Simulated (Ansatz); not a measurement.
A made-up structure of NaBNH, closed shell:

N1  (0.185, -0.157, 0.134)
B2  (-0.652, 0.553, -0.473)
Na3  (1.767, -1.498, 1.281)
H4  (-1.420, 1.203, -1.030)
(Å)

It is relaxed with PBE-D4/def2-SVP and then PBE0-D4/def2-TZVP (Ansatz 0.2.0). Atoms count as bonded within 1.22 times the sum of their covalent radii (H–H: 0.88 Å). The end point is not checked to be a true minimum.

(1) Does its bonding change? (A judgement: the text doesn't fix the answer.)

Answers

(1) Computed: No: no bond forms or breaks.

Where it ends: The first stage lowers the energy by 0.26 eV in 3 steps. It ends as NaBNH ([BH][N][Na]):
N1  (0.239, -0.202, 0.173)
B2  (-0.599, 0.508, -0.435)
Na3  (1.627, -1.379, 1.180)
H4  (-1.386, 1.175, -1.005)
(Å)

Labels in which every atom is bracketed show which atoms are joined, not bond orders.

For scale, one of the runs: PBE0-D4/def2-TZVP relaxation, 100 basis functions, launched by `ansatz run in.yaml --threads 2 --pin off --events-out ev --progress --plain --max-ram 4352MiB`. Hardware: 2 CPU threads of an Arm Neoverse V2, shared host. Wall time about 6 s.
